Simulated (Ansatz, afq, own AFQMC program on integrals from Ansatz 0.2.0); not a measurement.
# CH$_{4}$NSi, doublet in cc-pVDZ, levels against CCSDT(Q)

```yaml
atoms:
  - { symbol: Si, position_ang: [-1.5984, 0.0000, 0.0000] }
  - { symbol: H, position_ang: [-2.0933, 1.3997, 0.0000] }
  - { symbol: H, position_ang: [-2.0933, -0.6999, 1.2122] }
  - { symbol: H, position_ang: [-2.0933, -0.6999, -1.2122] }
  - { symbol: H, position_ang: [-0.1138, 0.0000, 0.0000] }
  - { symbol: N, position_ang: [2.5087, 0.0000, 0.0000] }
  - { symbol: C, position_ang: [1.3486, 0.0000, 0.0000] }
```

Basis cc-pVDZ. Noble-gas cores (and the filled d shells of Ga–Kr and In–Xe) are frozen. Ansatz 0.2.0 and our own AFQMC program on the same integrals; the CISD trial comes from CCSD amplitudes, and released means the phaseless constraint is let go. Uncertainties: one standard error, sampling alone.

Determinant: ROHF, the one that the program's search chose, which needn't be the lowest solution. The geometry is a point of a scan.

No full CI on the walks' own integrals is used here; CCSDT(Q) serves as the reference and is uncertain by about the last step of the cluster series.

Cautions: higher spins were not checked; a spin-contaminated unrestricted determinant lies lower (UHF 408 meV lower, ⟨S²⟩ 1.04).

- T1 diagnostic: 0.0241
- weight of the determinant in the CISD state: 0.814
- size of the correlated space: 17 electrons in 59 orbitals

Reference: CCSDT(Q), correlation energy -12.397 eV. The released energy is read at 1.50 1/Eh (meV from the phaseless value at times in 1/Eh: -21 ± 7 at 0.24, -24 ± 9 at 0.51, -7 ± 9 at 0.99, -17 ± 9 at 1.50).

```
         level  E − E(reference) (mEh)  share of correlation (%)
            HF                  455.60                      0.00
           MP2                   54.25                     88.09
          CCSD                   19.46                     95.73
       CCSD(T)                    2.68                     99.41
         CCSDT                    1.72                     99.62
   ph-AFQMC/HF            -0.05 ± 1.29                    100.01
 ph-AFQMC/CISD             1.02 ± 0.43                     99.78
released AFQMC             0.41 ± 0.34                     99.91
```

A walk keeps the symmetry of its determinant, which the program's search chose and which needn't be the lowest solution, so a lower state of the same spin and another symmetry isn't excluded. Released energies are given only where the last usable release times agree within the noise; a slower fall can still hide under it.
